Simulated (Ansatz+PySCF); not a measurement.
## singlet C₄H₄: levels of theory in one basis

```xyz
8

C     0.7213    0.8460    0.0000
C    -0.7213    0.8460    0.0000
C    -0.7213   -0.8460    0.0000
C     0.7213   -0.8460    0.0000
H     1.5561    1.6775    0.0000
H    -1.5561    1.6775    0.0000
H    -1.5561   -1.6775    0.0000
H     1.5561   -1.6775    0.0000
```

Basis set: def2-SVP (spherical functions). Left uncorrelated: 4 orbitals. Charge 0, multiplicity 1.

Computed with Ansatz (development build ahead of 0.2.0); each method stands on the lowest determinant of its kind that the runs found. NEVPT2 correlates all electrons. Active spaces start from the frontier orbitals, and the lowest solution found is given.

```
        method  E − E(RHF) (eV)  <S²> of the determinant
           RHF             0.00                     0.00
           UHF            -1.29                     1.22
       RHF-MP2           -14.86                        –
       UHF-MP2           -13.81                     1.22
   RHF-CCSD(T)           -16.69                        –
   CASSCF(4,4)            -2.18                        –
SC-NEVPT2(4,4)           -15.31                        –
```

(1) What does RHF-CCSD give on the same scale?

(2) Is a single determinant a sound starting point here?

## Answers

(1) -15.87 eV.

(2) It is doubtful. Unrestricted orbitals lower Hartree–Fock by 1.29 eV and <S²> is 1.22 where a pure state has 0.00, a sign of strong static correlation. The CASSCF(4,4) natural occupations are 1.89, 1.78, 0.22, 0.11.

Caution for RHF, RHF-MP2, RHF-CCSD, RHF-CCSD(T): an unrestricted determinant lies well below. Caution for UHF, UHF-MP2: the unrestricted determinant is a mixture of spin states; the determinant breaks the point group. Caution for UHF-MP2: another reference gives a lower total.
